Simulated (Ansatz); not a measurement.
Black phosphorus, treated with PBE0 (PAW; Ansatz, a program for electronic structure).

Settings: plane-wave cutoff 460 eV, 8×8×6 k mesh (along the axes of the cell as run), Fermi–Dirac smearing 0.01 eV, scalar-relativistic PAW data made under PBE.

Cell (measured lattice):

```
P
1.0
    1.65665    -5.23650     0.00000
    1.65665     5.23650     0.00000
    0.00000     0.00000     4.37400
P
4
Direct
  0.10234   0.89766   0.92039
  0.39766   0.60234   0.42039
  0.60234   0.39766   0.57961
  0.89766   0.10234   0.07961
```

Task: What does this level give for the band gap and Γ–Γ gap?

Result: 
- band gap: 0.73 eV (on the SCF k mesh) (direct)
- Γ–Γ gap: 3.54 eV

Measured, for comparison: band gap 0.35 eV (temperature not stated, no zero-point or thermal correction; as tabulated in Das et al. (2018), arXiv:1807.05623). Computed (rounded) less measured: band gap +0.38 eV.

Note: cell and atoms aren't relaxed at this level (largest force component 0.29 eV/Å, pressure -0.7 GPa).

The computed numbers hold no vibrational or temperature effects.
